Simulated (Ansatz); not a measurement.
This Ansatz (an electronic-structure program) input (r2SCAN/aug-cc-pV(T+d)Z) gives -364.28555 Eh with 101 basis functions. A basis named .json is the Basis Set Exchange file of that set (core-valence sets with the plain set on hydrogen).

Ansatz 0.2 input:
```yaml
crystal:
  periodic: [false, false, false]
  atoms:
    - {symbol: Si, position_ang: [-0.00000000, -0.00000000, -0.55379891]}
    - {symbol: O, position_ang: [0.00000000, 0.00000000, 0.96914808]}
basis:
  gaussian:
    orbitals: aug-cc-pV_T+d_Z.json
    final_grid: {core_spheres: 4, valence_spheres: 3, degree: 11}
hamiltonian:
  xc: {name: r2SCAN}
total_charge: 1
magnetization: {spin_polarized: true, initial_magnetization: 1}
```

Change:
```diff
- final_grid: {core_spheres: 4, valence_spheres: 3, degree: 11}
+ final_grid: {core_spheres: 10, valence_spheres: 9, degree: 29}
```

What does the run give now?

-364.28580 Eh (r2SCAN/aug-cc-pV(T+d)Z, 101 functions), a change of -0.25 mEh.
